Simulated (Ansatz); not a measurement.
in.yaml

```yaml
crystal:
  periodic: [false, false, false]
  atoms:
    - {symbol: Si, position_ang: [0.000000, -0.109116, 0.691201]}
    - {symbol: C, position_ang: [0.000000, 0.099927, -1.711842]}
    - {symbol: H, position_ang: [0.000000, 1.849686, 1.138651]}
basis:
  gaussian: {orbitals: 6-31G}
magnetization: {spin_polarized: true, initial_magnetization: 3}
hamiltonian: {xc: {name: PBE0}}
correlation: {method: bccd, electrons: all}
```

```sh
$ ansatz run in.yaml --threads 1 --pin off --events-out ev --progress --plain --max-ram 2393MiB
```

Log:

```
299 factors; integrals over basis functions are off by at most 2.2e-4 eV
mean field evaluation 1: about -8914.6774 eV, gradient 1.2e1 eV
mean field evaluation 2: about -8914.6769 eV, gradient 1.2e1 eV
mean field evaluation 4: about -8916.1498 eV, gradient 1.6e0 eV
mean field evaluation 8: about -8916.1996 eV, gradient 1.2e-1 eV
mean field evaluation 16: about -8916.2003 eV, gradient 6.6e-4 eV
mean field evaluation 32: about -8915.1668 eV, gradient 5.9e-2 eV
mean field -8916.20026181 eV, -327.6643160037 hartree, gradient 4.0e-6 eV, S^2 3.758288; 4 other end points of the search recorded, 0 dependent functions left out
reference -8899.44613141 eV, -327.0486130680 hartree; 12, 9 occupied and 12, 15 virtual orbitals, 299 factors
second order -2.84323421 eV of doubles, -0.25685644 eV of singles
cycle   1  -3.36974496 eV  change   -5.1e-1 eV  update   9.2e-2
cycle   2  -3.70281802 eV  change   -3.3e-1 eV  update   4.2e-2
cycle   3  -3.78900535 eV  change   -8.6e-2 eV  update   1.8e-2
cycle   4  -3.78989945 eV  change   -8.9e-4 eV  update   7.8e-3
cycle   5  -3.79362565 eV  change   -3.7e-3 eV  update   4.4e-3
cycle   6  -3.79296918 eV  change    6.6e-4 eV  update   2.8e-3
cycle   7  -3.79181744 eV  change    1.2e-3 eV  update   1.7e-3
cycle   8  -3.79310860 eV  change   -1.3e-3 eV  update   1.1e-3
cycle   9  -3.79202560 eV  change    1.1e-3 eV  update   6.8e-4
cycle  10  -3.79228517 eV  change   -2.6e-4 eV  update   4.1e-4
cycle  11  -3.79227638 eV  change    8.8e-6 eV  update   2.1e-4
cycle  12  -3.79239679 eV  change   -1.2e-4 eV  update   1.1e-4
cycle  13  -3.79231497 eV  change    8.2e-5 eV  update   4.9e-5
cycle  14  -3.79232405 eV  change   -9.1e-6 eV  update   2.2e-5
cycle  15  -3.79233189 eV  change   -7.8e-6 eV  update   1.2e-5
WARN: these amplitudes may be one of several solutions (largest doubles amplitude 0.12, level shift 1.54 eV)
Total energy: -8903.23846330 eV, -327.1879786946 hartree
```

Ran on 1 thread of Arm Neoverse V1, shared host: 1.8 s wall, 0.15 GiB peak host memory.
